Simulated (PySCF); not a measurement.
# C4H6O: the cost of one run

Computed with PySCF 2.14.0 and routines of our own; the level stands in each step. Atoms count from 0.

1 further run of the same task is left out (for a known fault of the program).

## 1. The starting structure

11 atoms, charge -1, multiplicity 2; geometry from: GFN2-xTB.

## 2. Open-shell or spin-flip excitations: unrestricted TDDFT wB97X-D/def2-SVPD in water

What the job is given:

```
{"job": {"kind": "uabs", "xc": "wB97X-D", "basis": "def2-SVPD", "nstates": 10, "tda": false, "solvent": "water", "pol": false}, "charge": -1, "multiplicity": 2}
O      2.332644    -1.495170     0.189560
C      1.390771    -0.758523    -0.321763
C      0.245510    -0.278507     0.422051
C     -0.397948     1.101434     0.194874
C     -1.163126    -0.143093    -0.182880
H      1.435919    -0.465725    -1.391426
H      0.254554    -0.598369     1.461126
H     -0.018650     1.713779    -0.612919
H     -0.755448     1.675568     1.042756
H     -1.285665    -0.348190    -1.238526
H     -2.033135    -0.400533     0.411183
```

With the program's defaults for keys left out, this is: unrestricted TDDFT wB97X-D/def2-SVPD, vertical, IEF-PCM water (non-equilibrium linear response), core orbitals frozen in the response.

The run is started by

```
$ OMP_NUM_THREADS=1 python excited_run.py task.json out
```

The driver reads the jobs from task.json and runs them one after another.

Q: Estimate the wall time and peak memory of this first job on 1 thread of Arm Neoverse V1, shared host.

About 30 s, with a peak of 0.61 GiB.
